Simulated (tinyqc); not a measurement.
MP2 on RHF in the sto-3g basis, for H2O, spin multiplicity 1, step by step (part 2 of 2). Computed by tinyqc, a small Python program that keeps every step (integrals from PySCF). Command: `OMP_NUM_THREADS=1 python tinyqc.py 28216 28217 out.jsonl` (the two numbers bound the seeds that draw the settings). One thread of a shared host (Intel(R) Xeon(R) Processor @ 2.60GHz), about 0.1 s of CPU time with the checks.

Geometry (angstrom):
```
atom         x          y         z
O     0.000000   0.000000  0.000000
H     0.000000   0.677000  0.599000
H     0.000000  -0.702000  0.621000
```

## Second-order Moller-Plesset energy

orbital energies (hartree): MO1 -20.247002, MO2 -1.298279, MO3 -0.623520, MO4 -0.475213, MO5 -0.399284, MO6 0.650386, MO7 0.769882

Hartree-Fock energy = -74.95184949 hartree

Given earlier and not repeated: Two-electron integrals over orbitals (pq|rs).

E2 = sum_ijab (ia|jb) [2 (ia|jb) - (ib|ja)] / (e_i + e_j - e_a - e_b) over occupied i, j and virtual a, b; the opposite-spin part is (ia|jb)^2 / denominator, the rest is same-spin, and SCS-MP2 scales them by 6/5 and 1/3.

Terms (the 40 largest of 68):
```
i  j  a  b    (ia|jb)    (ib|ja)  denominator       term
3  3  7  7   0.150324   0.150324    -2.786805  -0.008109
4  3  6  7   0.074304   0.037522    -2.519001  -0.003277
3  4  7  6   0.074304   0.037522    -2.519001  -0.003277
2  2  6  6   0.103320   0.103320    -3.897330  -0.002739
2  3  6  7   0.073925   0.033542    -3.342068  -0.002528
3  2  7  6   0.073925   0.033542    -3.342068  -0.002528
4  4  6  6   0.068466   0.068466    -2.251196  -0.002082
4  4  7  7   0.070247   0.070247    -2.490189  -0.001982
3  3  6  6   0.067016   0.067016    -2.547812  -0.001763
4  2  6  6   0.056524   0.056524    -3.074263  -0.001039
2  4  6  6   0.056524   0.056524    -3.074263  -0.001039
2  2  7  7   0.061630   0.061630    -4.136323  -0.000918
5  5  6  6   0.038904   0.038904    -2.099340  -0.000721
5  5  7  7   0.023996   0.023996    -2.338333  -0.000246
3  4  6  6  -0.020752  -0.020752    -2.399504  -0.000179
4  3  6  6  -0.020752  -0.020752    -2.399504  -0.000179
2  3  7  7   0.020104   0.020104    -3.461564  -0.000117
3  2  7  7   0.020104   0.020104    -3.461564  -0.000117
3  2  6  6  -0.018291  -0.018291    -3.222571  -0.000104
2  3  6  6  -0.018291  -0.018291    -3.222571  -0.000104
3  4  7  7   0.016318   0.016318    -2.638497  -0.000101
4  3  7  7   0.016318   0.016318    -2.638497  -0.000101
3  3  7  6  -0.015190  -0.015190    -2.667308  -0.000087
3  3  6  7  -0.015190  -0.015190    -2.667308  -0.000087
3  2  6  7   0.033542   0.073925    -3.342068   0.000069
2  3  7  6   0.033542   0.073925    -3.342068   0.000069
2  4  7  6   0.012557   0.011146    -3.193760  -0.000055
4  2  6  7   0.012557   0.011146    -3.193760  -0.000055
4  2  7  7  -0.013187  -0.013187    -3.313256  -0.000052
2  4  7  7  -0.013187  -0.013187    -3.313256  -0.000052
4  2  7  6   0.011146   0.012557    -3.193760  -0.000034
2  4  6  7   0.011146   0.012557    -3.193760  -0.000034
1  1  6  6   0.032618   0.032618   -41.794776  -0.000025
2  2  6  7   0.008855   0.008855    -4.016827  -0.000020
2  2  7  6   0.008855   0.008855    -4.016827  -0.000020
2  1  7  7   0.016901   0.016901   -23.085046  -0.000012
1  2  7  7   0.016901   0.016901   -23.085046  -0.000012
3  4  6  7   0.037522   0.074304    -2.519001  -0.000011
4  3  7  6   0.037522   0.074304    -2.519001  -0.000011
1  1  7  7   0.021515   0.021515   -42.033769  -0.000011
```

Pair energies (hartree; pair i-j sums ij and ji):
```
pair  opposite spin  same spin
1-1       -0.000037          0
2-1       -0.000030  -5.64e-10
2-2       -0.003696          0
3-1       -0.000007  -0.000013
3-2       -0.004385  -0.000976
3-3       -0.010044          0
4-1       -0.000017  -1.40e-08
4-2       -0.002360  -1.25e-06
4-3       -0.006062  -0.001074
4-4       -0.004076          0
5-5       -0.000974          0
```

MP2 correlation energy = -0.03375368 hartree

SCS-MP2 correlation energy = -0.03871532 hartree

MP2 total energy = -74.98560318 hartree
